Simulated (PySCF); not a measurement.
Consider hydroxyde ion, `[OH-]` ([OH]-). Optimised structure (Å), atoms numbered from 1:
```
O    -0.0802   -0.3013    0.3525
H     0.0857    0.3038   -0.3808
```

These are calculated values, CAM-B3LYP-D3(BJ)/ma-def2-TZVP in PySCF (grid level 2) at geometries from PBE0-D3(BJ)/ma-def2-SVP. Zero-point and thermal terms (298.15 K, 1 bar) come from unscaled PBE0-D3(BJ)/ma-def2-SVP harmonic frequencies, with soft modes damped to free rotors in the entropy.

What are the vertical and the adiabatic detachment energy for forming the radical?

1.79 eV vertical and 1.78 eV adiabatic, the latter with zero-point energy.

Where does the unpaired spin of the relaxed radical sit?

O1 (anionic oxygen) 1.03 (intrinsic atomic orbital populations).

How far is −ε(HOMO) from the vertical value by ΔSCF?

−ε(HOMO) = 0.69 eV, which is 1.10 eV below the ΔSCF value.

---

Consider water, `O` (H2O). Numbering: `[OH2:1]`

Energies: PBE0-D3(BJ)/ma-def2-TZVP (PySCF, density fitting, integration grid level 2) on PBE0-D3(BJ)/def2-SVP structures. The prefix ma- adds one diffuse s and one diffuse p function on all atoms but H. Thermal corrections: PBE0-D3(BJ)/def2-SVP frequencies, unscaled, ideal gas at 298.15 K and 1 bar, quasi-RRHO entropy.

Question: What are the vertical and the adiabatic ionisation energy for forming the radical cation?

Answer: 12.57 eV vertical and 12.38 eV adiabatic, the latter with zero-point energy.

Question: Where does the unpaired spin of the relaxed radical cation sit?

Answer: O1 (water oxygen) 1.05 (intrinsic atomic orbital populations).

Question: How far is −ε(HOMO) from the vertical value by ΔSCF?

Answer: −ε(HOMO) = 9.05 eV, which is 3.52 eV below the ΔSCF value.

---

Consider oxomethylium, `C#[O+]` ([CHO]+). Coordinates in Å; atoms count from 1 in this order:
```
C     0.0103   -0.0016   -0.0083
O     1.1146   -0.0134   -0.0216
H    -1.1005    0.0103    0.0051
```

These are calculated values, M06-2X/ma-def2-TZVP in PySCF (grid level 3) at geometries from PBE0-D3(BJ)/def2-SVP. Zero-point and thermal terms (298.15 K, 1 bar) come from unscaled PBE0-D3(BJ)/def2-SVP harmonic frequencies, with soft modes damped to free rotors in the entropy.

**Question.** What are the vertical and the adiabatic recombination energy for forming the radical?

**Answer.** 6.78 eV vertical and 8.25 eV adiabatic, the latter with zero-point energy.

**Question.** Where does the unpaired spin of the relaxed radical sit?

**Answer.** C1 (carbon) 0.60, O2 (oxygen) 0.28, H (on C1) 0.12 (intrinsic atomic orbital populations).
